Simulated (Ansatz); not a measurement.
Input file:

```yaml
crystal:
  periodic: [false, false, false]
  atoms:
    - {symbol: Cl, position_ang: [0.000000, -0.840515, 2.118041]}
    - {symbol: Ga, position_ang: [0.000000, 0.691492, 0.592878]}
    - {symbol: Ga, position_ang: [0.000000, -0.296113, -1.683627]}
    - {symbol: H, position_ang: [0.000000, 2.214155, 0.951803]}
basis:
  gaussian: {orbitals: cc-pVDZ}
magnetization: {spin_polarized: true, initial_magnetization: 0}
hamiltonian: {xc: hf}
output: {orbitals: {seedname: orbitals}}
```

```sh
$ ansatz run in.yaml --threads 1 --pin off --events-out ev --progress --plain --max-ram 2393MiB
```

The program prints:

```
884 factors; integrals over basis functions are off by at most 8.0e-4 eV
mean field evaluation 1: about -117185.9813 eV, gradient 1.0e1 eV
mean field evaluation 2: about -117185.9880 eV, gradient 1.0e1 eV
mean field evaluation 4: about -117187.2156 eV, gradient 1.3e0 eV
mean field evaluation 8: about -117187.2527 eV, gradient 3.2e-3 eV
mean field evaluation 16: about -117187.3889 eV, gradient 1.8e-1 eV
mean field evaluation 32: about -117187.2526 eV, gradient 5.8e-2 eV
mean field evaluation 64: about -117187.3597 eV, gradient 4.6e-1 eV
mean field evaluation 96: about -117187.2527 eV, gradient 7.9e-3 eV
mean field -117187.39247851 eV, -4306.5572411175 hartree, gradient 2.2e-5 eV, S^2 0.588224; 7 other end points of the search recorded, 0 dependent functions left out
reference -117187.39247851 eV, -4306.5572411175 hartree; 40, 40 occupied and 37, 37 virtual orbitals, 884 factors
Total energy: -117187.39247851 eV, -4306.5572411175 hartree
```

Ran on 1 thread of Arm Neoverse V2, shared host: 9.5 s wall, 0.26 GiB peak host memory.
